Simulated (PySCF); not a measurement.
Isomers of [C5H12N]+. Theory: TDDFT CAM-B3LYP/def2-SVPD, vertical, gas phase, core orbitals frozen in the response (PySCF). Geometries: PBE0-D3(BJ)/def2-SVP; one conformer of each isolated species. Triplets are in the Tamm–Dancoff approximation. Ions are computed without counter-ions or solvent.

A. `C[NH+]1CCCC1`
B. `CCC1C[NH2+]C1`
C. `C[N+]1(C)CCC1`
D. `C(=C)C[NH+](C)C`

Lowest singlet levels (six at most, fewer where fewer were computed) with oscillator strengths:

1. 128 nm (f 0.031); 128 nm (f 0.003); 122 nm (f 0.001); 121 nm (f 0.001); 120 nm (f 0.010); 118 nm (f 0.001); T1 9.33 eV
2. 174 nm (f 0.038); 164 nm (f 0.267); 153 nm (f 0.014); 148 nm (f 0.000); 139 nm (f 0.024); 136 nm (f 0.017); T1 4.38 eV
3. 141 nm (f 0.001); 129 nm (f 0.015); 129 nm (f 0.005); 124 nm (f 0.004); 122 nm (f 0.012); 121 nm (f 0.003); T1 8.58 eV
4. 147 nm (f 0.009); 144 nm (f 0.011); 142 nm (f 0.006); 135 nm (f 0.004); 133 nm (f 0.011); 132 nm (f 0.017); T1 8.28 eV

Task: Match each spectrum to its molecule.

Result: 1 = C, 2 = D, 3 = A, 4 = B.
- A: S1 at 8.78 eV, HOMO→LUMO (92%); Löwdin shares by element: HOMO carbon 43% or more, hydrogen 20% or more (atoms not listed hold the other 37%); LUMO hydrogen 25% or more, carbon 18% or more, nitrogen 11% (atoms not listed hold the other 47%); HOMO -15.28 and LUMO -3.46 eV.
- B: S1 at 8.42 eV, HOMO→LUMO (65%), HOMO-2→LUMO (18%); Löwdin shares by element: HOMO carbon 48% or more, hydrogen 20% or more (atoms not listed hold the other 32%); LUMO hydrogen 38% or more, nitrogen 16%, carbon 10% or more (atoms not listed hold the other 36%); HOMO -14.71 and LUMO -3.85 eV.
- C: S1 at 9.67 eV, HOMO-1→LUMO (65%), HOMO-1→LUMO+4 (15%), HOMO-1→LUMO+1 (14%); Löwdin shares by element: HOMO carbon 51% or more, hydrogen 13% or more (atoms not listed hold the other 36%); LUMO carbon 45% or more (atoms not listed hold the other 55%); HOMO -15.95 and LUMO -3.00 eV; point group Cs.
- D: S1 at 7.11 eV, HOMO→LUMO (91%); Löwdin shares by element: HOMO carbon 84% or more (atoms not listed hold the other 16%); LUMO carbon 31% or more, hydrogen 18% or more (atoms not listed hold the other 52%); HOMO -13.47 and LUMO -3.37 eV.
